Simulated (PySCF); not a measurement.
Gas-phase reaction: 2 BCl2NH2 ⇌ 2 BHCl2 + N2H2

Energies from PySCF, thermal terms from the rigid-rotor harmonic-oscillator model, ideal gas at 1 bar. † marks an energy on the PBE0/def2-TZVP geometry and frequencies; other levels use their own. MP2 and CCSD(T) freeze the core. 6-31G* has spherical d functions here. All species are closed-shell singlets. BCl2NH2: computed as isolated molecules; such fragments, hydroxides, amides, oligomers or adducts are transient or little studied in the gas. MP2 isn't extrapolated to the basis-set limit; its ΔH°(298 K) is 531.4 kJ in def2-SVP and 539.4 kJ in def2-TZVPP. CCSD(T) isn't extrapolated to the basis-set limit; its ΔH°(298 K) is 497.3 kJ in def2-SVP and 508.7 kJ in def2-TZVPP. The harmonic model lacks anharmonicity and excited electronic states, which grow with temperature; levels with a mode under 35 cm⁻¹ are left out. Internal rotation in BCl2NH2 is treated as a harmonic vibration of one conformer, which makes the entropy rough.

```json
[
 {"level": "BLYP/def2-TZVP†", "ΔE electronic, kJ": "493", "ΔH°(298 K), kJ": "472", "ΔS°(298 K), J/K": "166", "ΔG°(600 K), kJ": "374"},
 {"level": "CCSD(T)/def2-SVP†", "ΔE electronic, kJ": "519", "ΔH°(298 K), kJ": "497", "ΔS°(298 K), J/K": "166", "ΔG°(600 K), kJ": "399"},
 {"level": "HF/6-31G*", "ΔE electronic, kJ": "506", "ΔH°(298 K), kJ": "486", "ΔS°(298 K), J/K": "169", "ΔG°(600 K), kJ": "387"},
 {"level": "HF/def2-TZVP†", "ΔE electronic, kJ": "520", "ΔH°(298 K), kJ": "498", "ΔS°(298 K), J/K": "166", "ΔG°(600 K), kJ": "400"},
 {"level": "MP2/def2-SVP†", "ΔE electronic, kJ": "553", "ΔH°(298 K), kJ": "531", "ΔS°(298 K), J/K": "166", "ΔG°(600 K), kJ": "433"},
 {"level": "PBE/def2-TZVP†", "ΔE electronic, kJ": "526", "ΔH°(298 K), kJ": "505", "ΔS°(298 K), J/K": "166", "ΔG°(600 K), kJ": "407"},
 {"level": "PBE0/def2-SVP†", "ΔE electronic, kJ": "566", "ΔH°(298 K), kJ": "544", "ΔS°(298 K), J/K": "166", "ΔG°(600 K), kJ": "446"},
 {"level": "ωB97X-V/def2-TZVP†", "ΔE electronic, kJ": "539", "ΔH°(298 K), kJ": "517", "ΔS°(298 K), J/K": "166", "ΔG°(600 K), kJ": "419"}
]
```
ΔH° is lowest at BLYP/def2-TZVP† and highest at PBE0/def2-SVP†. No reference value is set beside these.
